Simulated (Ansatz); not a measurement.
## Isomers

Structures of C2H3S, doublet, relaxed at PBE0-D4/def2-TZVP (vibrations not checked; lower isomers may exist, and structures with a doubtful reference or unclear bonds are left out). Computed with Ansatz 0.2.0 (basis: def2-TZVPP); correlated methods freeze the cores; orbitals are unrestricted. B3LYP uses VWN-RPA correlation.

Task: Rank them by CCSD(T) energy, lowest first, and give each one's height above the lowest. Links in brackets join atoms within 1.22 times the sum of their covalent radii (1.1 for two metals). (Judge from chemistry; the value comes from the calculation.)
A.
a complex of C₂H₂S ([C][C][SH2]) + H
```
6
angstrom
C 1.3166 -2.4054 0.5929
C 0.7239 -1.3373 0.3173
S 0.1171 0.1744 0.2840
H -1.2189 0.0486 0.0247
H 0.3277 0.6472 -0.9809
H -1.4145 3.0897 -0.3366
```
B.
a complex of C₂H₂S (C#CS) + H
```
6
angstrom
C 0.5680 -0.3460 1.2169
C -0.2228 0.2015 0.4935
S -1.2936 1.0840 -0.4520
H -1.7192 0.0562 -1.2095
H 1.4544 -0.2486 -2.3965
H 1.2637 -0.8417 1.8517
```
C.
a complex of C₂H₂ (C#C) + HS
```
6
angstrom
C -0.3263 -0.2175 0.1469
C 0.2803 0.1883 -0.8071
S 1.9402 1.1560 1.4191
H 2.4984 -0.0553 1.2580
H 0.8108 0.5504 -1.6568
H -0.8720 -0.5751 0.9889
```
D.
C₂H₃S ([C][S][CH3])
```
6
angstrom
C -0.3379 0.3633 -0.3034
C 1.3296 -1.1017 1.3894
S 0.4879 -1.2426 0.0098
H -1.4135 0.1920 -0.3370
H 0.0111 0.7440 -1.2629
H -0.0772 1.0450 0.5041
```

Result: By the calculation: C (0.0 kJ/mol), D (38.9 kJ/mol), B (128.2 kJ/mol), A (457.1 kJ/mol). Heights count from the lowest.

Task: Do PBE-D4, r2SCAN-D4, PBE0-D4, B3LYP-D4, wB97M-V, HF, MP2 give the same order? (A judgement: the text doesn't fix the answer.)

Result: Computed: All do.

No T1 diagnostic of these runs exceeds 0.025. ⟨S²⟩ of the unrestricted Hartree–Fock references: 0.75 to 0.78 (a pure state has 0.75).

For scale, one of the runs: CCSD(T)/def2-TZVPP, 146 basis functions, launched by `ansatz run in.yaml --threads 2 --pin off --events-out ev --progress --plain --max-ram 4352MiB`. Time: 48 s of wall clock on 2 CPU threads of an Arm Neoverse V1; the host was shared. Peak host memory: 2 GiB.
